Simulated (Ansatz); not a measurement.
The same path of BH3N (5 atoms, charge 0, multiplicity 2) was run 3 times with different band settings. Lost on the way: B1–H4. Made: N2–H4.

The calculation used UKS PBE0-D4/def2-TZVP in Ansatz 0.2.0.

Relaxed end points:

```xyz
5
Properties=species:S:1:pos:R:3
B -0.310 -0.371 -0.092
N 0.522 0.663 -0.021
H -0.363 -1.138 0.843
H -1.002 -0.554 -1.059
H 1.202 1.327 0.288
```

```xyz
5
Properties=species:S:1:pos:R:3
B -0.412 -0.788 0.287
N 0.048 0.317 -0.386
H -0.054 -1.131 1.375
H -0.276 0.577 -1.303
H 0.743 0.951 -0.015
```

Common settings: movable images 9; climbing image yes; spring 5.0 eV/Å²; optimiser quadratic models (default); iteration limit 60; end points relaxed.

| run | start path | force threshold |
| --- | --- | --- |
| 1 | through a guess of the saddle point | 0.03 eV/Å |
| 2 | straight line | 0.03 eV/Å |
| 3 | through a guess of the saddle point | 0.5 eV/Å |

What does each run give, and how far can it be trusted?

Run 1: converged after 16 iterations, highest image 1.546 eV above the first end. A vibrational analysis at the climbing image gives one clearly imaginary mode, 1782i cm⁻¹: a first-order saddle point.
Run 2: converged after 9 iterations, highest image 1.548 eV above the first end. Another band between the same ends (9 images) ends at a top of the same energy, where a vibrational analysis finds 1 clearly imaginary mode.
Run 3: converged after 6 iterations, highest image 1.551 eV above the first end. The threshold of 0.5 eV/Å is loose, so the images may lie well off the minimum-energy path. The order of the stationary point at the top wasn't checked.
